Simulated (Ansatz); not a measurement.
A made-up structure of BSiH4S, doublet:

```
7
angstrom
Si -0.6216 0.4772 -0.3147
B 0.8247 -0.6664 0.5607
S 2.0406 -1.2101 -0.4841
H -1.9304 -0.1993 -0.1015
H -0.4043 0.6818 -1.7682
H -0.6389 1.7976 0.3725
H 2.8737 -1.8461 -1.3507
```

It is relaxed with PBE-D4/def2-SVP and then PBE0-D4/def2-TZVP (Ansatz 0.2.0). Atoms count as bonded within 1.22 times the sum of their covalent radii (H–H: 0.88 Å). The end point is not checked to be a true minimum.

Problem. Does its bonding change? (A judgement: the text doesn't fix the answer.)

Solution. Computed: No: no bond forms or breaks.

Where it ends: The first stage lowers the energy by 2.07 eV in 8 steps. It ends as BSiH₄S ([SiH3][B][SH]):
```xyz
7
angstrom
Si -0.5756 0.4430 -0.3786
B 0.8836 -0.6794 0.3290
S 2.3137 -1.5684 -0.0382
H -1.8734 -0.2194 -0.0778
H -0.5069 0.6864 -1.8502
H -0.5390 1.7605 0.3116
H 2.4413 -1.3879 -1.3817
```

Labels in which every atom is bracketed show which atoms are joined, not bond orders.

For scale, one of the runs: PBE0-D4/def2-TZVP relaxation, 129 basis functions, launched by `ansatz run in.yaml --threads 2 --pin off --events-out ev --progress --plain --max-ram 4352MiB`. The run took about 49 s on 2 CPU threads of an Arm Neoverse V1 (shared host).
